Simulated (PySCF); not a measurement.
Compound: 4H-pyran, C5H6O.
Numbering: `[CH:1]1=[CH:2][O:3][CH:4]=[CH:5][CH2:6]1` (hydrogens: H7 on C1; H8 on C2; H9 on C4; H10 on C5; H11, H12 on C6)

The closed-shell ground state was solved at several levels (PySCF, density fitting, gas phase, non-relativistic). Isolated species at its PBE0-D3(BJ)/def2-SVP geometry, gas phase.

| level | basis functions | HOMO (eV) | LUMO (eV) | gap (eV) | dipole (D) |
| --- | --- | --- | --- | --- | --- |
| PBE0/pcSseg-1 | 132 | -6.08 | 0.08 | 6.16 | 0.84 |
| wB97X-D/def2-SVPD | 171 | -7.93 | 1.85 | 9.78 | 0.92 |
| CAM-B3LYP/pcSseg-2 | 300 | -7.38 | 1.14 | 8.52 | 0.89 |

Estimate the row for B3LYP/pcJ-1, a basis of 222 functions; the other rows only guide the guess.

HOMO -5.86 eV, LUMO -0.13 eV, gap 5.73 eV, dipole 0.85 D.

Over all these levels, which gives the widest orbital gap and which the narrowest?

wB97X-D/def2-SVPD (range-separated hybrid) has the widest, 9.78 eV, and B3LYP/pcJ-1 (global hybrid, 20 % exact exchange) the narrowest, 5.73 eV. Functional and basis both differ between the two, so the spread mixes both effects.

How far do the dipole and the HOMO energy spread over the levels?

The dipole runs from 0.84 to 0.92 D (mean 0.88 D) and the HOMO from -7.93 to -5.86 eV.
